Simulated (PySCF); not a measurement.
## Molecular orbitals of SiCl

B2PLYP at R = 2.074 Å; PySCF, no relativity, basis sets Si def2-TZVPPD, Cl def2-TZVPPD. State: ²Π (doublet), unpaired electrons π ↑. Only the outer orbitals are listed, counted within each symmetry.

```json
{"spin": "α", "orbital": "7σ", "occ.": "1", "ε (eV)": "-25.83", "on Si (%)": "8", "main shells (%)": "91 Cl s"}
{"spin": "α", "orbital": "8σ", "occ.": "1", "ε (eV)": "-15.30", "on Si (%)": "55", "main shells (%)": "53 Si s, 38 Cl p"}
{"spin": "α", "orbital": "3π", "occ.": "1", "ε (eV)": "-11.38", "on Si (%)": "11", "main shells (%)": "88 Cl p, 10 Si p"}
{"spin": "α", "orbital": "3π", "occ.": "1", "ε (eV)": "-11.13", "on Si (%)": "8", "main shells (%)": "91 Cl p"}
{"spin": "α", "orbital": "9σ", "occ.": "1", "ε (eV)": "-10.38", "on Si (%)": "62", "main shells (%)": "38 Si s, 37 Cl p, 22 Si p"}
{"spin": "α", "orbital": "4π", "occ.": "1", "ε (eV)": "-6.11", "on Si (%)": "90", "main shells (%)": "89 Si p, 8 Cl p"}
{"spin": "α", "orbital": "4π", "occ.": "0", "ε (eV)": "-1.81", "on Si (%)": "90", "main shells (%)": "88 Si p"}
{"spin": "α", "orbital": "10σ", "occ.": "0", "ε (eV)": "0.72", "on Si (%)": "79", "main shells (%)": "57 Si p, 37 Cl p, 11 Si s"}
{"spin": "β", "orbital": "7σ", "occ.": "1", "ε (eV)": "-25.69", "on Si (%)": "8", "main shells (%)": "91 Cl s"}
{"spin": "β", "orbital": "8σ", "occ.": "1", "ε (eV)": "-14.57", "on Si (%)": "45", "main shells (%)": "49 Cl p, 42 Si s"}
{"spin": "β", "orbital": "3π", "occ.": "1", "ε (eV)": "-11.11", "on Si (%)": "8", "main shells (%)": "92 Cl p"}
{"spin": "β", "orbital": "3π", "occ.": "1", "ε (eV)": "-10.88", "on Si (%)": "6", "main shells (%)": "94 Cl p"}
{"spin": "β", "orbital": "9σ", "occ.": "1", "ε (eV)": "-9.71", "on Si (%)": "73", "main shells (%)": "50 Si s, 27 Cl p, 22 Si p"}
{"spin": "β", "orbital": "4π", "occ.": "0", "ε (eV)": "-1.59", "on Si (%)": "90", "main shells (%)": "87 Si p"}
{"spin": "β", "orbital": "4π", "occ.": "0", "ε (eV)": "-0.67", "on Si (%)": "86", "main shells (%)": "83 Si p, 8 Cl p"}
{"spin": "β", "orbital": "10σ", "occ.": "0", "ε (eV)": "0.82", "on Si (%)": "98", "main shells (%)": "54 Si p, 41 Cl p, 38 Si s"}
```

Problem. Which are the highest filled and the lowest empty level, where do they sit, and how wide is the gap?

Solution. Highest filled α 4π at -6.11 eV (in %: 89 Si p, 8 Cl p); lowest empty α 4π at -1.81 eV (in %: 88 Si p); the gap at B2PLYP is 4.30 eV. Both belong to one degenerate shell, split only by its one-sided filling, so this is no excitation gap.

The bond order (Mayer) is 1.15, the ⟨S²⟩ is 0.761 and the charge on Si (Mulliken, basis-dependent) is 0.25. The charge on Si (Löwdin, basis-dependent) is 0.11 and the dipole moment (positive dipole means Si(−)Cl(+)) is -0.99 D.

Correlated steps freeze 10 core orbitals. B2PLYP dipoles, levels and charges come from its SCF part alone. The state was picked by a PBE0 search and need not be the measured ground state.
